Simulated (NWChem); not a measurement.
Species: NO anion, triplet

```xyz
2

N      0.0000     0.0000    -0.6792
O      0.0000     0.0000     0.5929
```
Atoms are numbered in this order, from 1.

Results from NWChem. Pople sets run with spherical d functions. Spin-unrestricted. Coordinates come from a B3LYP/def2-SVPD, spin-unrestricted optimisation. No stability test was run on the SCF state. The gas-phase anion has a positive highest level at the geometry level, so the gas reference is doubtful. Level: PBE0/6-31+G* with SMD (1 M gas to 1 M solution), gas-phase geometry. Reactions with the solvent are ignored.

| solvent | dielectric constant | solvation free energy (kcal/mol) | cavity-dispersion-structure term (kcal/mol) |
|---|---|---|---|
| water | 78.4 | -75.7 | 2.1 |
| methanol | 32.6 | [?] | 3.9 |
| benzene | 2.27 | -37.2 | 1.4 |
| dichloromethane | 8.93 | -61.3 | 2.0 |
| 1-octanol | 9.86 | -65.8 | 3.8 |

### Question
Some entries are withheld; supply them.

### Answer

- methanol, solvation free energy (kcal/mol): -72.4
